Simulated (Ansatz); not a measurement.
Saddle point of Si2H6O, singlet (Si₂H₆O ([OH][SiH2][SiH3]) → Si₂H₄ ([SiH][SiH3]) + H₂O (still joined by a long Si–O bond); bonds formed: O2–H3; bonds broken: Si1–H3; bonds weakened to dative contacts: Si1–O2), PBE0-D4/def2-TZVP structure:

```
9
angstrom
Si -0.7560 -0.6892 -0.1349
O 0.7593 -1.7311 0.3833
H -0.0900 -2.1414 -0.4585
H -1.5004 -0.5654 1.1642
Si 0.1083 1.4656 -0.4842
H 0.6235 -2.1794 1.2285
H -1.0250 2.4014 -0.7295
H 0.8754 1.9436 0.7015
H 1.0047 1.4959 -1.6704
```

Energies are electronic, without zero-point energy. Barriers and step energies count from the start structure reached by relaxing down the imaginary mode; all methods use the PBE0-D4 structures, on which another method's saddle can fall below an end. Computed with Ansatz 0.2.0 (basis: def2-TZVPP, with def2-QZVPP for the basis limit); correlated methods freeze the cores. B3LYP uses VWN-RPA correlation. Extrapolation: Hartree–Fock as exp(−7.88 √X), correlation as X^−2.97.

```
      method  barrier (kcal/mol)  step energy (kcal/mol)
       SPW92               65.02                   49.29
      PBE-D4               67.68                   50.29
     BLYP-D4               70.96                   52.07
   r2SCAN-D4                   ?                   56.41
      B97M-V               75.98                   53.06
     PBE0-D4               75.42                   53.47
    B3LYP-D4               77.04                   54.73
  r2SCAN0-D4               79.61                   57.31
    BHLYP-D4                   ?                   58.29
CAM-B3LYP-D4               80.39                   56.93
     wB97X-V                   ?                   57.30
     wB97M-V               78.22                   52.72
      B2PLYP               78.85                   56.71
    PBE-QIDH               80.97                   57.16
  RPA on PBE               77.16                   53.85
          HF               98.66                   63.14
         MP2               80.32                   57.99
        CCSD               83.16                   56.23
     CCSD(T)               79.56                   55.13
```

(1) Fill in the withheld barriers. (An estimate is asked for; the value comes from the calculation.)

T1 diagnostic: at most 0.016. The restricted Hartree–Fock reference is unstable towards an unrestricted one at one or more of these structures.

Results:

(1) The calculation gives: BHLYP-D4 85.90; r2SCAN-D4 74.47; wB97X-V 80.95 kcal/mol. Each is the energy of the saddle less that of the start structure, by the same method.

For comparison, the barrier by CCSD(T) at an estimated basis limit (MP2 extrapolated from triple and quadruple zeta, plus CCSD(T) − MP2 in triple zeta) is 79.68 kcal/mol.

Losses and insertions of silylenes and their heavier kin drive the gas-phase chemistry of silicon and germanium vapour deposition.

Labels in which every atom is bracketed show which atoms are joined, not bond orders.

For scale, one of the runs: CCSD(T)/def2-TZVPP, 199 basis functions, launched by `ansatz run in.yaml --threads 2 --pin off --events-out ev --progress --plain --max-ram 4352MiB`. Hardware: 2 CPU threads of an Intel Xeon 6975P-C, shared host. Wall time 25 s; peak host memory 2.4 GiB.
